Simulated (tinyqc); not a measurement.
Pariser-Parr-Pople SCF with singles CI, for the molecule Fc1ccsc1 (SMILES; centres numbered as the heavy atoms are written), step by step. One step of it, computed by the program tinyqc.

Task: Iteration 1: Fock matrix. F_rr = H_rr + P_rr gamma_rr / 2 + sum_(s != r) P_ss gamma_rs; F_rs = H_rs - P_rs gamma_rs / 2; E = tr P (H + F) / 2 + core repulsion sum_(r<s) z_r z_s gamma_rs.

P at the start:
```
           1F         2C         3C         4C         5S         6C
1F   1.787190   0.432053  -0.274137   0.077366   0.125923  -0.310917
2C   0.432053   1.121344   0.579767  -0.190867  -0.224654   0.612843
3C  -0.274137   0.579767   1.285659   0.625681  -0.320273  -0.114309
4C   0.077366  -0.190867   0.625681   1.205835   0.656859  -0.303768
5S   0.125923  -0.224654  -0.320273   0.656859   1.281004   0.566279
6C  -0.310917   0.612843  -0.114309  -0.303768   0.566279   1.318969
```

core matrix H (eV):
```
            1F          2C          3C          4C          5S          6C
1F  -63.472992   -2.100000    0.000000    0.000000    0.000000    0.000000
2C   -2.100000  -46.825260   -2.390000    0.000000    0.000000   -2.390000
3C    0.000000   -2.390000  -42.742085   -2.390000    0.000000    0.000000
4C    0.000000    0.000000   -2.390000  -42.091966   -2.020000    0.000000
5S    0.000000    0.000000    0.000000   -2.020000  -47.890023   -2.020000
6C    0.000000   -2.390000    0.000000    0.000000   -2.020000  -44.221209
```

repulsion gamma_rs (eV):
```
           1F         2C         3C         4C         5S         6C
1F  21.400000   6.300946   4.259754   3.194529   3.229004   4.259754
2C   6.300946  11.130000   5.344818   4.046371   4.163681   5.344818
3C   4.259754   5.344818  11.130000   5.346212   4.163220   4.045107
4C   3.194529   4.046371   5.346212  11.130000   5.552194   4.045936
5S   3.229004   4.163681   4.163220   5.552194  13.000000   5.552920
6C   4.259754   5.344818   4.045107   4.045936   5.552920  11.130000
```

Centres (angstrom, eV; a flat drawing with bonds scaled to 1.40 angstrom):
```
centre          x          y  core charge z          W   gamma_rr
1F       2.159000   0.000000              2  39.000000  21.400000
2C       0.759000   0.000000              1  11.160000  11.130000
3C      -0.064000   1.133000              1  11.160000  11.130000
4C      -1.395000   0.700000              1  11.160000  11.130000
5S      -1.395000  -0.700000              2  22.000000  13.000000
6C      -0.064000  -1.133000              1  11.160000  11.130000
```

Give: F; pi energy.

Result:

F (eV):
```
          1F       2C       3C       4C       5S       6C
1F  -18.2010  -3.4612   0.5839  -0.1236  -0.2033   0.6622
2C   -3.4612  -5.1898  -3.9394   0.3862   0.4677  -4.0278
3C    0.5839  -3.9394  -4.8659  -4.0625   0.6667   0.2312
4C   -0.1236   0.3862  -4.0625  -5.8126  -3.8435   0.6145
5S   -0.2033   0.4677   0.6667  -3.8435  -9.7521  -3.5922
6C    0.6622  -4.0278   0.2312   0.6145  -3.5922  -6.0821
```

pi energy = -137.8228 eV
